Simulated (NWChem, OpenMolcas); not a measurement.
**Predicting a hybrid from its neighbours: SF4 (sulfur tetrafluoride)**

SF4 has 5 atoms, charge 0, and is taken as a singlet. SMILES: `FS(F)(F)F`. The coordinates come from a PBE0-D4/def2-TZVP relaxation.

The dipole moment y, in D, basis 6-311+G(d,p); a is the functional's share of exact exchange. Programs: NWChem 7.3.0, OpenMolcas 26.06.

```
functional     program     a  y (D)
    r2SCAN      NWChem     0   0.81
      BLYP  OpenMolcas     0   0.86
     B3LYP      NWChem   0.2      ?
      PBE0      NWChem  0.25   0.90
     BHLYP      NWChem   0.5   1.05
```

Task: Fit y = c + s·a to the known rows and predict B3LYP.

Result: 
1. Means of the 4 rows: a = 0.1875, y = 0.905.
2. Σ(Δa)² = 0.17188, Σ(Δa·Δy) = 0.07125, so the slope is 0.07125/0.17188 = 0.41453.
3. Intercept: 0.905 − (0.41453) × 0.1875 = 0.827. The largest residual of the fit is 0.033.
4. B3LYP: 0.827 + (0.41453) × 0.2 = 0.91 D.

The run gave 0.94 D, so the prediction is off by -0.03 D, about the scatter of the fit. More exact exchange makes the molecule more polar here. The measured value is 0.63 D (NIST CCCBDB).
